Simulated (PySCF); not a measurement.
# NH4+: magnetic properties, part 2 of 2

PySCF 2.14.0. Atoms count from 0.

## 11. Magnetic properties: GIAO B3LYP/cc-pVDZ

What the job is given:

```
{"job": {"kind": "mag", "xc": "B3LYP", "basis": "cc-pVDZ"}, "charge": 1, "multiplicity": 1}
N     -0.006490     0.001332    -0.001104
H      0.898654    -0.489231     0.013892
H      0.108757     0.920770    -0.450071
H     -0.343175     0.130232     0.963378
H     -0.690394    -0.556296    -0.531703
```

Method: GIAO B3LYP/cc-pVDZ magnetisability, rotational g tensor and spin-rotation constants, non-relativistic, gas phase.

Output:

```text
coarse grid: 3544 points
cycle   1  E = -56.8958312761  dE =  2.388e-01  |g| = 1.065e-01  |ddm| = 3.511e+00
cycle   2  E = -56.8996418582  dE = -3.811e-03  |g| = 1.618e-02  |ddm| = 4.691e-01
cycle   3  E = -56.8996395996  dE =  2.259e-06  |g| = 1.511e-02  |ddm| = 4.197e-02
cycle   4  E = -56.8996858136  dE = -4.621e-05  |g| = 9.256e-04  |ddm| = 2.250e-02
cycle   5  E = -56.8996859866  dE = -1.730e-07  |g| = 4.330e-06  |ddm| = 1.237e-03
final grid: 32480 points
cycle   6  E = -56.8997195345  dE = -7.500e-06  |g| = 5.507e-03  |ddm| = 1.939e-02
cycle   7  E = -56.8997158399  dE =  3.695e-06  |g| = 7.015e-03  |ddm| = 1.743e-02
cycle   8  E = -56.8997257391  dE = -9.899e-06  |g| = 3.117e-05  |ddm| = 9.701e-03
cycle   9  E = -56.8997257393  dE = -1.767e-10  |g| = 3.758e-06  |ddm| = 4.252e-05
converged SCF energy = -56.8997257393

Magnetisability tensor (1e-30 J/T^2)
     -242.20        0.00        0.00
        0.00     -242.20        0.00
        0.00        0.00     -242.20
isotropic -242.20   principal values    -242.20   -242.20   -242.20
isotropic susceptibility -14.586 1e-6 cm^3/mol

Inertial axes            a          b          c
rot. const./GHz    177.3771   177.3664   177.3623
chi total           -14.586    -14.586    -14.586
chi diamagnetic     -19.608    -19.608    -19.608
chi paramagnetic      5.022      5.022      5.022
quadrupole/D A        0.000      0.000      0.000
g nuclear            0.9995     0.9994     0.9994
g electronic        -0.4185    -0.4185    -0.4185
g total              0.5810     0.5809     0.5809

Spin-rotation constants (kHz, H = +C I.J)
atom  isotope        aa         bb         cc
  0    14N        5.881      5.880      5.880
  1     1H      -15.568    -15.567    -15.567
  2     1H      -15.567    -15.566    -15.566
  3     1H      -15.568    -15.567    -15.566
  4     1H      -15.567    -15.566    -15.566
```

Run time: 0.59 s. Hardware: 1 thread of Arm Neoverse V1, shared host.

Key values:

```tsv
quantity	value
magnetisability	-242·10⁻³⁰ J/T²
molar susceptibility	-14.6·10⁻⁶ cm³/mol
rotational g (a, b, c)	0.5810, 0.5809, 0.5809
```

## 12. Magnetic properties: GIAO B3LYP/ANO-RCC-VDZP

What the job is given:

```
{"job": {"kind": "mag", "xc": "B3LYP", "basis": "ANO-RCC-VDZP"}, "charge": 1, "multiplicity": 1}
N     -0.006490     0.001332    -0.001104
H      0.898654    -0.489231     0.013892
H      0.108757     0.920770    -0.450071
H     -0.343175     0.130232     0.963378
H     -0.690394    -0.556296    -0.531703
```

Method: GIAO B3LYP/ANO-RCC-VDZP magnetisability, rotational g tensor and spin-rotation constants, non-relativistic, gas phase.

Output:

```text
coarse grid: 3544 points
cycle   1  E = -56.9197292180  dE =  2.297e-01  |g| = 1.115e-01  |ddm| = 2.615e+00
cycle   2  E = -56.9233857380  dE = -3.657e-03  |g| = 2.680e-02  |ddm| = 1.646e-01
cycle   3  E = -56.9233916870  dE = -5.949e-06  |g| = 2.514e-02  |ddm| = 3.021e-02
cycle   4  E = -56.9235201977  dE = -1.285e-04  |g| = 4.697e-04  |ddm| = 1.222e-02
cycle   5  E = -56.9235202406  dE = -4.288e-08  |g| = 4.189e-06  |ddm| = 4.313e-04
final grid: 32480 points
cycle   6  E = -56.9188617317  dE = -1.239e-05  |g| = 5.395e-03  |ddm| = 1.498e-02
cycle   7  E = -56.9188578067  dE =  3.925e-06  |g| = 7.027e-03  |ddm| = 6.015e-03
cycle   8  E = -56.9188677570  dE = -9.950e-06  |g| = 4.621e-05  |ddm| = 3.463e-03
cycle   9  E = -56.9188677574  dE = -3.889e-10  |g| = 2.225e-06  |ddm| = 2.933e-05
converged SCF energy = -56.9188677574

Magnetisability tensor (1e-30 J/T^2)
     -243.42        0.00       -0.00
        0.00     -243.42        0.00
       -0.00        0.00     -243.42
isotropic -243.42   principal values    -243.42   -243.42   -243.42
isotropic susceptibility -14.659 1e-6 cm^3/mol

Inertial axes            a          b          c
rot. const./GHz    177.3771   177.3664   177.3623
chi total           -14.659    -14.659    -14.659
chi diamagnetic     -19.785    -19.785    -19.785
chi paramagnetic      5.126      5.126      5.126
quadrupole/D A        0.000      0.000      0.000
g nuclear            0.9995     0.9994     0.9994
g electronic        -0.4272    -0.4271    -0.4271
g total              0.5723     0.5723     0.5723

Spin-rotation constants (kHz, H = +C I.J)
atom  isotope        aa         bb         cc
  0    14N        7.019      7.018      7.018
  1     1H      -15.672    -15.671    -15.671
  2     1H      -15.671    -15.671    -15.670
  3     1H      -15.672    -15.671    -15.670
  4     1H      -15.671    -15.671    -15.670
```

Run time: 0.96 s. Hardware: 1 thread of Arm Neoverse V1, shared host.

Key values:

```tsv
quantity	value
magnetisability	-243·10⁻³⁰ J/T²
molar susceptibility	-14.7·10⁻⁶ cm³/mol
rotational g (a, b, c)	0.5723, 0.5723, 0.5723
```

## 13. Magnetic properties: GIAO B3LYP/6-311G**

What the job is given:

```
{"job": {"kind": "mag", "xc": "B3LYP", "basis": "6-311G**"}, "charge": 1, "multiplicity": 1}
N     -0.006490     0.001332    -0.001104
H      0.898654    -0.489231     0.013892
H      0.108757     0.920770    -0.450071
H     -0.343175     0.130232     0.963378
H     -0.690394    -0.556296    -0.531703
```

Method: GIAO B3LYP/6-311G** magnetisability, rotational g tensor and spin-rotation constants, non-relativistic, gas phase.

Output:

```text
coarse grid: 3544 points
cycle   1  E = -56.9226071412  dE =  2.303e-01  |g| = 1.166e-01  |ddm| = 1.195e+00
cycle   2  E = -56.9268624250  dE = -4.255e-03  |g| = 2.604e-02  |ddm| = 1.634e-01
cycle   3  E = -56.9268701874  dE = -7.762e-06  |g| = 2.192e-02  |ddm| = 1.741e-02
cycle   4  E = -56.9269600420  dE = -8.985e-05  |g| = 2.266e-03  |ddm| = 9.757e-03
cycle   5  E = -56.9269610557  dE = -1.014e-06  |g| = 6.311e-05  |ddm| = 9.788e-04
final grid: 32480 points
cycle   6  E = -56.9200915244  dE = -8.969e-06  |g| = 5.870e-03  |ddm| = 7.118e-03
cycle   7  E = -56.9200872155  dE =  4.309e-06  |g| = 7.612e-03  |ddm| = 5.331e-03
cycle   8  E = -56.9200980542  dE = -1.084e-05  |g| = 2.650e-05  |ddm| = 3.005e-03
cycle   9  E = -56.9200980543  dE = -1.230e-10  |g| = 4.569e-06  |ddm| = 1.548e-05
converged SCF energy = -56.9200980543

Magnetisability tensor (1e-30 J/T^2)
     -246.05        0.00       -0.00
        0.00     -246.05        0.00
       -0.00        0.00     -246.05
isotropic -246.05   principal values    -246.05   -246.05   -246.05
isotropic susceptibility -14.818 1e-6 cm^3/mol

Inertial axes            a          b          c
rot. const./GHz    177.3771   177.3664   177.3623
chi total           -14.818    -14.818    -14.818
chi diamagnetic     -19.684    -19.684    -19.684
chi paramagnetic      4.866      4.866      4.866
quadrupole/D A       -0.000     -0.000     -0.000
g nuclear            0.9995     0.9994     0.9994
g electronic        -0.4055    -0.4055    -0.4054
g total              0.5940     0.5940     0.5940

Spin-rotation constants (kHz, H = +C I.J)
atom  isotope        aa         bb         cc
  0    14N        6.759      6.759      6.758
  1     1H      -15.695    -15.694    -15.694
  2     1H      -15.695    -15.694    -15.694
  3     1H      -15.695    -15.694    -15.694
  4     1H      -15.695    -15.694    -15.694
```

Wall time 0.67 s (1 thread of Arm Neoverse V1, shared host).

In short:

```tsv
quantity	value
magnetisability	-246·10⁻³⁰ J/T²
molar susceptibility	-14.8·10⁻⁶ cm³/mol
rotational g (a, b, c)	0.5940, 0.5940, 0.5940
```

## 14. Magnetic properties: GIAO B3LYP/IGLO-II

What the job is given:

```
{"job": {"kind": "mag", "xc": "B3LYP", "basis": "IGLO-II"}, "charge": 1, "multiplicity": 1}
N     -0.006490     0.001332    -0.001104
H      0.898654    -0.489231     0.013892
H      0.108757     0.920770    -0.450071
H     -0.343175     0.130232     0.963378
H     -0.690394    -0.556296    -0.531703
```

Level: GIAO B3LYP/IGLO-II magnetisability, rotational g tensor and spin-rotation constants, non-relativistic, gas phase.

Output:

```text
coarse grid: 3544 points
cycle   1  E = -56.9226540891  dE =  2.284e-01  |g| = 1.194e-01  |ddm| = 1.193e+00
cycle   2  E = -56.9270064685  dE = -4.352e-03  |g| = 2.225e-02  |ddm| = 1.557e-01
cycle   3  E = -56.9270087542  dE = -2.286e-06  |g| = 1.858e-02  |ddm| = 1.256e-02
cycle   4  E = -56.9270707303  dE = -6.198e-05  |g| = 2.679e-03  |ddm| = 7.926e-03
cycle   5  E = -56.9270721272  dE = -1.397e-06  |g| = 8.175e-05  |ddm| = 1.038e-03
final grid: 32480 points
cycle   6  E = -56.9190608310  dE = -1.159e-05  |g| = 5.719e-03  |ddm| = 6.440e-03
cycle   7  E = -56.9190568002  dE =  4.031e-06  |g| = 7.451e-03  |ddm| = 4.785e-03
cycle   8  E = -56.9190669747  dE = -1.017e-05  |g| = 4.564e-05  |ddm| = 2.670e-03
cycle   9  E = -56.9190669750  dE = -3.767e-10  |g| = 4.905e-06  |ddm| = 2.138e-05
converged SCF energy = -56.9190669750

Magnetisability tensor (1e-30 J/T^2)
     -245.99        0.00       -0.00
        0.00     -245.99        0.00
       -0.00        0.00     -245.99
isotropic -245.99   principal values    -245.99   -245.99   -245.99
isotropic susceptibility -14.814 1e-6 cm^3/mol

Inertial axes            a          b          c
rot. const./GHz    177.3771   177.3664   177.3623
chi total           -14.814    -14.814    -14.814
chi diamagnetic     -19.664    -19.664    -19.664
chi paramagnetic      4.850      4.850      4.850
quadrupole/D A       -0.000     -0.000     -0.000
g nuclear            0.9995     0.9994     0.9994
g electronic        -0.4042    -0.4042    -0.4042
g total              0.5953     0.5953     0.5953

Spin-rotation constants (kHz, H = +C I.J)
atom  isotope        aa         bb         cc
  0    14N        6.826      6.826      6.826
  1     1H      -15.827    -15.826    -15.826
  2     1H      -15.827    -15.826    -15.826
  3     1H      -15.827    -15.826    -15.826
  4     1H      -15.827    -15.826    -15.826
```

Run time: 0.69 s. Hardware: 1 thread of Arm Neoverse V1, shared host.

In short:

```tsv
quantity	value
magnetisability	-246·10⁻³⁰ J/T²
molar susceptibility	-14.8·10⁻⁶ cm³/mol
rotational g (a, b, c)	0.5953, 0.5953, 0.5953
```

## 15. Magnetic properties side by side

```tsv
level	ξ (10⁻³⁰ J/T²)	g(a)	g(b)	gap (eV)	functions	time
GIAO LC-wPBE/aug-pcSseg-2	-246	0.6070	0.6070	21.46	144	4.9 s
GIAO B3LYP/aug-cc-pVTZ	-246	0.5939	0.5938	15.88	138	2.5 s
GIAO B3LYP/def2-SVPD	-244	0.5832	0.5831	16.17	52	0.76 s
GIAO B3LYP/cc-pVTZ	-246	0.5942	0.5942	16.10	86	1.3 s
GIAO B3LYP/3-21G	-250	0.6093	0.6093	17.27	17	0.39 s
GIAO B3LYP/6-311+G(2d,p)	-246	0.5949	0.5949	16.03	51	0.78 s
GIAO B3LYP/6-31++G**	-247	0.6002	0.6002	15.88	42	0.66 s
GIAO B3LYP/pcSseg-1	-244	0.5792	0.5792	16.23	37	0.63 s
GIAO B3LYP/cc-pVDZ	-242	0.5810	0.5809	16.32	34	0.59 s
GIAO B3LYP/ANO-RCC-VDZP	-243	0.5723	0.5723	16.07	34	0.96 s
GIAO B3LYP/6-311G**	-246	0.5940	0.5940	16.18	42	0.67 s
GIAO B3LYP/IGLO-II	-246	0.5953	0.5953	16.21	46	0.69 s
```

## 16. Outcome

The summary covers parts 1 to 2.

| quantity | value |
| --- | --- |
| point group | Td |
| rotational constants (main isotopes) | 177.38, 177.37, 177.36 GHz |
| magnetisability (step 3, GIAO LC-wPBE/aug-pcSseg-2) | -246·10⁻³⁰ J/T² |
| molar susceptibility (step 3, GIAO LC-wPBE/aug-pcSseg-2) | -14.8·10⁻⁶ cm³/mol |
| rotational g (a, b, c) (step 3, GIAO LC-wPBE/aug-pcSseg-2) | 0.6070, 0.6070, 0.6070 |
| magnetisability over the levels | -250 to -242·10⁻³⁰ J/T² |

In words: With PBE0/def2-SVP, its start was all but relaxed already: 2 steps gained 0.0 meV. For an ion, the motion of the centre of mass in the field is left out. The magnetisability spreads by 3.1 % over 12 levels, from GIAO B3LYP/3-21G (0.39 s) to GIAO B3LYP/cc-pVDZ (0.59 s); the runs took 0.39 s to 4.9 s. Vibrational averaging and real surroundings are missing from these values.
